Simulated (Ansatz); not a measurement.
Relaxation of ClH2NSi (5 atoms, charge 0, multiplicity 1), to a largest force component of 0.015 eV/Å in at most 40 steps.

The calculation used Ansatz, RKS r2SCAN-D4/6-31G*.

```xyz
5
Properties=species:S:1:pos:R:3
N 0.025 0.834 -0.120
Si 0.414 -0.208 1.105
Cl 0.026 -2.079 0.359
H -0.639 1.506 0.180
H 0.789 1.426 -0.424
```

Question: Where does it end, and by what steps?

Answer: The forces met the threshold. After 12 steps the energy has fallen by 1.176 eV; H5 moved furthest, 0.77 Å.

```tsv
step	energy less start (eV)	largest force component (eV/Å)	accepted
0	0.0000	2.980	yes
1	-0.2121	1.258	yes
2	-0.3719	1.524	yes
3	-0.6070	1.925	yes
4	-0.9837	1.087	yes
5	-1.0785	1.869	yes
6	-1.1087	0.861	yes
7	-1.1453	0.888	yes
8	-1.1699	0.475	yes
9	-1.1746	0.159	yes
10	-1.1759	0.022	yes
11	-1.1758	0.016	no
12	-1.1759	0.001	yes
```

```xyz
5
Properties=species:S:1:pos:R:3
N 0.040 0.944 0.125
Si -0.238 -0.292 1.282
Cl 0.575 -1.908 0.165
H -0.231 1.904 0.314
H 0.470 0.831 -0.788
```

The run took 12 s on 1 thread of AMD EPYC 9R45 96-Core Processor (Zen 5), with other jobs on the host, peak memory 0.15 GiB.
